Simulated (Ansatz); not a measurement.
Species: CH₄N (charge -1, singlet). It need not be the lowest isomer of its formula. Whether it binds its extra electron was not tested at this geometry. 
Geometry from a B3LYP-D3(BJ)/def2-TZVP (Ansatz, a program for electronic structure) optimisation:
```xyz
6

C      0.0539     0.8008    -0.1018
N     -0.0720    -0.7052    -0.0853
H      0.2086    -1.1474     0.8011
H     -1.0512    -0.9432    -0.1940
H     -0.0943     1.2039     0.9288
H      1.1177     1.0182    -0.3277
```
Charge -1, spin multiplicity 1.

Basis-set convergence of Hartree-Fock and CCSD(T) correlation energies (hartree) with Ansatz. Cores are frozen in the correlated levels unless marked. Spin-orbit coupling is left out. Non-relativistic.

| basis | functions | E(HF) | E(corr, CCSD(T)) | rough core time |
|---|---|---|---|---|
| aug-cc-pVDZ | 82 | -94.53755 | -0.39957 | under 20 s |
| aug-cc-pVTZ | 184 | (withheld) | (withheld) | 50 s |

Some entries are withheld; supply them.


- aug-cc-pVTZ, E(HF): -94.55979
- aug-cc-pVTZ, E(corr, CCSD(T)): -0.46681
